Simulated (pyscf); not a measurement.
Single points on ωB97X-D3(BJ)/def2-SVP structures (PySCF, gas phase).

SMILES: C=[CH][Ga]([Cl])[Cl]
```xyz
8

C     -1.1438    -0.5352    -1.2375
C     -1.5273     0.7484    -1.2209
Ga    -0.1957     2.1224    -1.0151
Cl     1.8594     1.5600    -0.8197
Cl    -0.5776     4.2203    -0.9603
H     -0.0903    -0.8233    -1.1368
H     -1.8637    -1.3554    -1.3522
H     -2.5891     1.0002    -1.3240
```
Charge 0, spin multiplicity 1.

What is the homolytic dissociation enthalpy (298 K, ωB97M-D3(BJ)/def2-TZVP) of the C–Ga bond of `[CH2]=[CH][Ga]([Cl])[Cl]`, to •HC=CH₂ + [Cl–Ga–Cl]•?

C–Ga to •HC=CH₂ + [Cl–Ga–Cl]•: 344.8 kJ/mol. The 7 functionals that were run give +320.9 (r²SCAN) to +360.9 kJ/mol (ωB97X-D3(BJ)). The radicals are drawn with the spin at the cut bond; how far it spreads was not checked. Other isomers of •HC=CH₂ were not searched in full and may lie lower. Elements up to Kr have no core potential and no relativistic terms here.
